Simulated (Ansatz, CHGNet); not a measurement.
For rock-salt SnTe (cubic form, which distorts at low temperature), the machine-learned potential CHGNet 0.3.0 (trained on PBE and PBE+U data) gives:

- lattice constant a: 6.416 Å
- elastic constant C11: 31.5 GPa
- elastic constant C44: 1.23 GPa
- polycrystal shear modulus: 0.84 GPa
- enthalpy of formation: -0.466 eV/atom

Q: What does r²SCAN in Ansatz (PAW) give for the same quantities?

A: 
- lattice constant a: 6.371 Å (shrinks by 0.7 %)
- elastic constant C11: 126 GPa (increases by 300 %)
- elastic constant C44: 18.7 GPa (grows by 1400 %)
- Voigt–Reuss–Hill shear modulus: 30.9 GPa (grows by 3600 %)
- formation enthalpy: -0.324 eV/atom (moves by +0.142 eV/atom)

For comparison: lattice constant a 6.316 Å (measured, room temperature, no zero-point or thermal correction; as tabulated in Maiti et al. (2022), arXiv:2109.01420); elastic constant C11 109 GPa (measured, temperature not stated, not corrected to a static lattice; as tabulated in Oses et al. (2018), arXiv:1811.08464); elastic constant C44 9.69 GPa (measured, temperature not stated, not corrected to a static lattice; as tabulated in Oses et al. (2018), arXiv:1811.08464); formation enthalpy -0.315 ± 0.004 eV/atom (measured, 298 K, copied from a table, unchecked, no zero-point or thermal correction; as tabulated in Wang et al. (2021), doi:10.1038/s41598-021-94550-5).

Changes are worked out from the printed values.

Unless a cell is named, each level is at its own relaxed cell (CHGNet 0.3.0 33.01, r²SCAN 32.33 Å³/atom).

Levels without +SOC leave out spin–orbit coupling, which shifts energies and cells of such heavy elements.

Caveats: an element that serves as reference has a cell well above its measured volume (r²SCAN); symmetry holds this phase in the static calculation, where it need not be a minimum (r²SCAN); the energies of CHGNet 0.3.0 can hold anion corrections fitted to measured formation enthalpies (CHGNet 0.3.0). Ansatz's density-functional and Hartree–Fock values are scalar-relativistic unless marked +SOC, with PAW data made under PBE.

Ansatz is a first-principles code.
